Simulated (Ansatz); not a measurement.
**Voigt–Reuss–Hill shear modulus of fcc Al at several levels of theory**

No measured value is used here.

| level (code) | value (GPa) | cell (Å³/atom) |
|---|---|---|
| LDA (Ansatz) | 26.9 | 15.79 |
| PBE (Ansatz) | 24.3 | 16.48 |
| r²SCAN (Ansatz) | [?] | 15.90 |

Fill in the missing entries.


- r²SCAN (Ansatz, a quantum-chemistry and plane-wave program), value (GPa): 35.5

Each level is taken at its own relaxed cell. Cutoffs differ between the levels. Ansatz's density-functional and Hartree–Fock values are scalar-relativistic unless marked +SOC, with PAW data made under PBE.
